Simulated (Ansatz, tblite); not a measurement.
TO(Γ) frequency (cm⁻¹) of solids drawn from the class of alkali halides, at two levels: GFN1-xTB tight binding with its D3(BJ) term, in tblite, supercell at the zone centre, Fermi filling at 1000 K (free energies), no spin polarisation (tblite), and r²SCAN (Ansatz, a first-principles code, plane waves, PAW).

```json
[
 {"solid": "rock-salt LiF", "GFN1-xTB": "75", "r²SCAN": "318", "shift (%)": "+324"},
 {"solid": "rock-salt KF", "GFN1-xTB": "91", "r²SCAN": "193", "shift (%)": "+112"},
 {"solid": "rock-salt KBr", "GFN1-xTB": "119", "r²SCAN": "116", "shift (%)": "-2.5"},
 {"solid": "rock-salt NaI", "GFN1-xTB": "139", "r²SCAN": "116", "shift (%)": "-16.5"},
 {"solid": "rock-salt NaF", "GFN1-xTB": "49", "r²SCAN": "262", "shift (%)": "+435"},
 {"solid": "rock-salt LiCl", "GFN1-xTB": "250", "r²SCAN": "192", "shift (%)": "-23"},
 {"solid": "rock-salt KI", "GFN1-xTB": "112", "r²SCAN": "101", "shift (%)": "-9.8"},
 {"solid": "rock-salt NaCl", "GFN1-xTB": "155", "r²SCAN": "174", "shift (%)": "+12.3"}
]
```

The shifts run from -23 % to +435 %, with a median of +4.9 %.

Over all 8 rows r²SCAN is the larger in 4.

Spin–orbit coupling is left out, also for the solids with elements from indium on (rock-salt NaI, rock-salt KI); its size isn't shown.

Each level is taken at its own relaxed cell. Caveats: the method was fitted mainly to molecules (GFN1-xTB: rock-salt LiF, rock-salt KF, rock-salt KBr, rock-salt NaI, rock-salt NaF, rock-salt LiCl and 2 more); the run uses a supercell at the zone centre in place of a k mesh (GFN1-xTB: rock-salt LiF, rock-salt KF, rock-salt KBr, rock-salt NaI, rock-salt NaF, rock-salt LiCl and 2 more). Ansatz's density-functional and Hartree–Fock values are scalar-relativistic unless marked +SOC, with PAW data made under PBE.
